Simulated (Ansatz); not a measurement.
One change: `N=CN=C(F)S` becomes `N=CN=CF`.

Ansatz, PBE0-D4/def2-TZVP geometries, multiplicity 1. Each molecule was computed in one conformer, which needn't be the lowest.

```tsv
property	`N=CN=C(F)S`
HOMO–LUMO gap (PBE/def2-TZVPP) / eV	4.03
HOMO–LUMO gap (B3LYP/def2-TZVPP) / eV	5.85
HOMO energy (B3LYP/def2-TZVPP) / eV	-7.61
LUMO energy (ωB97M-V/def2-TZVPP) / eV	0.65
size of the dipole moment (ωB97M-V/def2-TZVPP) / D	3.02
LUMO energy (PBE/def2-TZVPP) / eV	-2.48
```

(1) Give the same properties after the change, and the shifts. (An estimate is asked.)

Results:

(1) Ansatz gave: 
```
                                          property  `N=CN=CF`  shift
               HOMO–LUMO gap (PBE/def2-TZVPP) / eV       3.93  -0.10
             HOMO–LUMO gap (B3LYP/def2-TZVPP) / eV       6.07   0.22
               HOMO energy (B3LYP/def2-TZVPP) / eV      -8.02  -0.41
             LUMO energy (ωB97M-V/def2-TZVPP) / eV       0.56  -0.09
size of the dipole moment (ωB97M-V/def2-TZVPP) / D       2.77  -0.25
                 LUMO energy (PBE/def2-TZVPP) / eV      -2.72  -0.24
```

With PBE0 the HOMO falls by 0.44 eV and the LUMO falls by 0.15 eV, so the gap widens by about 0.29 eV. PBE moves the HOMO by -0.14 eV and ωB97M-V by -0.76 eV. The zero-point energy changes by 1.0 kJ/mol with -3 modes. Dipoles are sizes alone; their direction can turn.

Positive LUMOs are unbound, so they and the gaps depend on the basis.

B3LYP here is the variant with VWN-RPA as its local correlation; programs differ in this.
